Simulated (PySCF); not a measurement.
# input.py for Li2⁺

File input.py (PySCF 2.14):

```python
from pyscf import gto, dft

mol = gto.M(
    atom='Li 0 0 0; Li 0 0 2.804',
    basis='cc-pvtz-dk',
    charge=1,
    spin=1,
    symmetry=True,
    verbose=4,
)
mf = dft.UKS(mol, xc='olyp')
mf = mf.sfx2c1e()
mf.kernel()
mf.analyze()
print('orbital energies (hartree):', [e[max(0, n-3):n+3].round(4) for e, n in zip(mf.mo_energy, mol.nelec)])
```

```bash
$ OMP_NUM_THREADS=1 python input.py
```

Output (some set-up lines and the per-cycle HOMO/LUMO lines with their warnings removed):

```
PySCF version 2.14.0

[INPUT] Symbol           X                Y                Z      unit          X                Y                Z       unit  Magmom
[INPUT]  1 Li     0.000000000000   0.000000000000   0.000000000000 AA    0.000000000000   0.000000000000   0.000000000000 Bohr   0.0
[INPUT]  2 Li     0.000000000000   0.000000000000   2.804000000000 AA    0.000000000000   0.000000000000   5.298792053280 Bohr   0.0

nuclear repulsion = 1.69850032035663
point group symmetry = Dooh
symmetry origin: [0.         0.         2.64939603]
symmetry axis x: [1. 0. 0.]
symmetry axis y: [0. 1. 0.]
symmetry axis z: [0. 0. 1.]
num. orbitals of irrep A1g = 10
num. orbitals of irrep E1gx = 6
num. orbitals of irrep E1gy = 6
num. orbitals of irrep A1u = 10
num. orbitals of irrep E1uy = 6
num. orbitals of irrep E1ux = 6
num. orbitals of irrep E2gx = 3
num. orbitals of irrep E2gy = 3
num. orbitals of irrep E3gx = 1
num. orbitals of irrep E3gy = 1
num. orbitals of irrep E2uy = 3
num. orbitals of irrep E2ux = 3
num. orbitals of irrep E3uy = 1
num. orbitals of irrep E3ux = 1
number of shells = 18
number of NR pGTOs = 86
number of NR cGTOs = 60
basis = cc-pvtz-dk
ecp = {}

******** <class 'pyscf.x2c.sfx2c1e.sfX2C1eSymAdaptedUKS'> ********
method = sfX2C1eSymAdaptedUKS
initial guess = minao
damping factor = 0
level_shift factor = 0
DIIS = <class 'pyscf.scf.diis.CDIIS'>
SCF conv_tol = 1e-09
SCF max_cycles = 50
number electrons alpha = 3  beta = 2
XC functionals = olyp

grids dens level: 3

******** <class 'pyscf.x2c.sfx2c1e.SpinFreeX2CHelper'> ********
approx = 1e
xuncontract = 1
Freeze 0 electrons in irreps []
    5 free electrons in irreps A1g E1gx E1gy A1u E1uy E1ux E2gx E2gy E3gx E3gy E2uy E2ux E3uy E3ux
tot grids = 27448
init E= -14.9840348286833

cycle= 1 E= -14.8062745898598  delta_E= 0.178  |g|= 0.0405  |ddm|= 0.669
cycle= 2 E= -14.8131386010801  delta_E= -0.00686  |g|= 0.0108  |ddm|= 0.225
cycle= 3 E= -14.813231356373  delta_E= -9.28e-05  |g|= 0.00112  |ddm|= 0.0357
cycle= 4 E= -14.8132331752872  delta_E= -1.82e-06  |g|= 0.000132  |ddm|= 0.00582
cycle= 5 E= -14.813233189857  delta_E= -1.46e-08  |g|= 2.05e-05  |ddm|= 0.000347
cycle= 6 E= -14.8132331902542  delta_E= -3.97e-10  |g|= 1.59e-06  |ddm|= 8.49e-05
Extra cycle  E= -14.8132331902573  delta_E= -3.1e-12  |g|= 3.53e-07  |ddm|= 6.15e-06
converged SCF energy = -14.8132331902573  <S^2> = 0.750028  2S+1 = 2.000028
**** SCF Summaries ****
Total Energy =                         -14.813233190257346
Nuclear Repulsion Energy =               1.698500320356634
One-electron Energy =                  -21.688988936880929
Two-electron Energy =                    5.177255426266949
Two-electron Coulomb Energy =            8.743812399232487
DFT Exchange-Correlation Energy =       -3.566556972965538
**** MO energy ****
alpha MO #1 (A1g #1), energy= -2.10725026143125 occ= 1
alpha MO #2 (A1u #1), energy= -2.10704136837991 occ= 1
alpha MO #3 (A1g #2), energy= -0.317466782844648 occ= 1
alpha MO #4 (A1u #2), energy= -0.21532374206752 occ= 0
alpha MO #5 (E1uy #1), energy= -0.211693967807356 occ= 0
alpha MO #6 (E1ux #1), energy= -0.211693967807356 occ= 0
[54 lines left out]
beta  MO #1 (A1g #1), energy= -2.10325279305981 occ= 1
beta  MO #2 (A1u #1), energy= -2.10311668568926 occ= 1
beta  MO #3 (A1g #2), energy= -0.273046253014239 occ= 0
beta  MO #4 (A1u #2), energy= -0.218673727902504 occ= 0
beta  MO #5 (E1uy #1), energy= -0.185930449189064 occ= 0
[55 lines left out]
 ** Mulliken pop alpha/beta on meta-lowdin orthogonal AOs **
 ** Mulliken pop       alpha | beta **
pop of  0 Li 1s        0.99971 | 0.99932
pop of  0 Li 2s        0.39367 | 0.00056
pop of  0 Li 3s        0.00784 | 0.00004
pop of  0 Li 4s        0.01012 | 0.00003
pop of  0 Li 2px       0.00000 | 0.00000
pop of  0 Li 2py       0.00000 | 0.00000
pop of  0 Li 2pz       0.05114 | 0.00002
pop of  0 Li 3px       0.00000 | 0.00000
pop of  0 Li 3py       0.00000 | 0.00000
pop of  0 Li 3pz       0.01602 | 0.00001
pop of  0 Li 4px       0.00000 | 0.00000
pop of  0 Li 4py       0.00000 | 0.00000
[48 lines left out]
In total             3.00000 | 2.00000
 ** Mulliken atomic charges   ( Nelec_alpha | Nelec_beta ) **
charge of  0Li =      0.50000  (     1.50000      1.00000 )
charge of  1Li =      0.50000  (     1.50000      1.00000 )
Dipole moment(X, Y, Z, Debye): -0.00000,  0.00000,  6.73409
orbital energies (hartree): [array([-2.1073, -2.107 , -0.3175, -0.2153, -0.2117, -0.2117]), array([-2.1033, -2.1031, -0.273 , -0.2187, -0.1859])]
```

In short: E(SCF) = -14.813233 Eh, 6 cycles, ⟨S²⟩ = 0.750.

Run time: 1.6 s on 1 thread of Intel Xeon Platinum 8559C (shared host), peak memory 0.19 GiB.

The bond length is a typed value, not an optimised one. The dipole of an ion depends on the origin. No search for the lowest solution was made.
